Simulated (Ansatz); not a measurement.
Write a Python script for Ansatz's Python interface that makes a rigid scan of one bond length of BH4NSi, SMILES B1N[SiH2]1. Level of theory (for the species named): MP2, cc-pVDZ basis, multiplicity 1.

`bh4nsi.xyz`
```text
7

B    -0.84160   -0.63030   -0.32940
N     0.30890    0.03620   -1.06210
Si    0.66510    0.14920    0.61360
H    -1.89670   -1.05060   -0.35940
H     0.00840    0.97780   -1.39850
H     0.31910    1.41660    1.29640
H     1.49820   -0.96700    1.19380
```

The script, `run_scan.py`:
```python
# -*- coding: utf-8 -*-
"""Stretching a bond of BH4NSi, the rest held rigid."""

import ansatz as az
import numpy as np


def main():
    system = az.Crystal.molecule_from_extxyz("bh4nsi.xyz")

    symbols = [site.symbol for site in system.cartesian_sites]
    start = np.array([site.position_ang for site in system.cartesian_sites])
    axis = (start[6] - start[2]) / np.linalg.norm(start[6] - start[2])
    moving = [6]
    lengths, energies = [1.28, 1.39, 1.51, 1.66, 1.89, 2.26, 2.72, 3.32], []
    for length in lengths:
        xyz = start.copy()
        xyz[moving] += (length - np.linalg.norm(start[6] - start[2])) * axis
        point = az.Crystal.molecule()
        for symbol, place in zip(symbols, xyz):
            point = point.atom(symbol, place.tolist())
        model = (
            point.calculation()
            .basis(gaussian="cc-pVDZ")
            .correlation("mp2")
        )
        rep = model.run(threads=1).report
        energies.append(rep["free_energy_ev"])
        print(f"r = {length:6.3f} A  E = {energies[-1]:.5f} eV  <S^2> = {abs(rep['mean_field']['state']['spin_squared']):.3f}")

    print("energy above the lowest point (eV):", [round(e - min(energies), 3) for e in energies])


if __name__ == "__main__":
    main()
```

```console
$ python run_scan.py
r =  1.280 A  E = -10085.88777 eV  <S^2> = 0.000
r =  1.390 A  E = -10086.30800 eV  <S^2> = 0.000
r =  1.510 A  E = -10086.38383 eV  <S^2> = 0.000
r =  1.660 A  E = -10086.14626 eV  <S^2> = 0.000
r =  1.890 A  E = -10085.45019 eV  <S^2> = 0.000
r =  2.260 A  E = -10084.18645 eV  <S^2> = 0.000
r =  2.720 A  E = -10082.92943 eV  <S^2> = 0.000
r =  3.320 A  E = -10081.96818 eV  <S^2> = 0.000
energy above the lowest point (eV): [0.496, 0.076, 0.0, 0.238, 0.934, 2.197, 3.454, 4.416]
```

Total energies depend on the basis set; only differences at equal settings carry meaning. The rest of the molecule is held rigid at a force-field or estimated start geometry, and the basis set is modest; single-reference methods fail as a bond breaks. The orbitals are restricted, so S² is zero by construction. Toward dissociation an unrestricted state can lie under the restricted one, by tenths of an eV for polar bonds under a functional and by 1 to 2 eV or more for others. S² is that of the Hartree-Fock reference. Finished in 6.6 s on 1 thread of Arm Neoverse V1, on a shared host, peak memory 0.18 GiB.
